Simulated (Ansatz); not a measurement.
Born–Oppenheimer molecular dynamics of C₂H₇Al (10 atoms, charge 0, multiplicity 1). It starts from a relaxed structure.

Method: RKS PBE-D4/6-31G* (Ansatz 0.2.0).

```yaml
ensemble: NVT, Nosé–Hoover chain
time_step: 0.5 fs
steps_asked: 166
set_temperature: 700 K
thermostat: time constant 300 fs, chain length 5
temperature_schedule: 41 steps to 700 K, then 125 steps to 10 K
seed: 428692
```

First frame:

```xyz
10
Properties=species:S:1:pos:R:3
Al 0.002 0.012 -0.034
H -0.014 -0.017 1.581
C 1.736 0.017 -0.977
H 2.083 -1.022 -1.141
H 1.680 0.490 -1.973
H 2.528 0.523 -0.398
C -1.726 0.002 -0.987
H -2.305 -0.909 -0.744
H -2.358 0.854 -0.673
H -1.624 0.049 -2.085
```

(1) How far do the bonds stretch over the last three quarters of this one trajectory? (Pairs bonded in most of those frames.)

Results:

(1) 
```json
{"bond": "Al1–H2", "mean (Å)": "1.620", "spread (Å)": "0.030", "shortest": "1.57", "longest": "1.67"}
{"bond": "Al1–C3", "mean (Å)": "1.974", "spread (Å)": "0.033", "shortest": "1.92", "longest": "2.02"}
{"bond": "Al1–C7", "mean (Å)": "1.993", "spread (Å)": "0.053", "shortest": "1.89", "longest": "2.06"}
{"bond": "C3–H4", "mean (Å)": "1.116", "spread (Å)": "0.047", "shortest": "1.04", "longest": "1.19"}
{"bond": "C3–H5", "mean (Å)": "1.113", "spread (Å)": "0.052", "shortest": "1.03", "longest": "1.19"}
{"bond": "C3–H6", "mean (Å)": "1.110", "spread (Å)": "0.034", "shortest": "1.06", "longest": "1.16"}
{"bond": "C7–H8", "mean (Å)": "1.106", "spread (Å)": "0.025", "shortest": "1.06", "longest": "1.15"}
{"bond": "C7–H9", "mean (Å)": "1.112", "spread (Å)": "0.030", "shortest": "1.06", "longest": "1.16"}
{"bond": "C7–H10", "mean (Å)": "1.113", "spread (Å)": "0.026", "shortest": "1.07", "longest": "1.15"}
```

Mean temperature of the second half: 388 K. The conserved energy stayed within 0.53 meV per atom of its start (net change 0.41 meV per atom), so the integration is sound. The schedule's set-point averaged 239 K over the second half and the system 388 K, so it lags behind the ramp. A run of 0.083 ps of so small a system gives no equilibrium averages.

Time of the run: 4.8 min on 1 thread of Arm Neoverse V1, with other jobs on the host, peak memory 0.11 GiB.
